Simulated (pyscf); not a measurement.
Structures and frequencies: ωB97X-D3(BJ)/def2-SVP in PySCF.

Q: HO–SiH(F)–Cl + hydrogen (H₂) → HO–SiH₂–F + hydrogen chloride (HCl)
Surface: singlet. Broken: Cl–Si, H–H. Formed: H–Si, Cl–H. Give ΔE‡ and ΔE from PBE0-D3(BJ)/def2-TZVP, relative to the separated reactants.

A: ΔE‡ = 191.3 kJ/mol, ΔE = +92.9 kJ/mol. ωB97M-D3(BJ)/def2-TZVP gives 208.5 kJ/mol and +92.0 kJ/mol. Zero-point energy shifts the barrier by +14.0 kJ/mol. It is a four-centre exchange, with an imaginary mode of 818i cm⁻¹. On the product side the descent ends in a complex (not fully relaxed), 17.3 kJ/mol under the separated species and 130.2 kJ/mol under the saddle at ωB97X-D3(BJ)/def2-TZVP. This is the saddle that the search found; another between the same sides may lie lower.
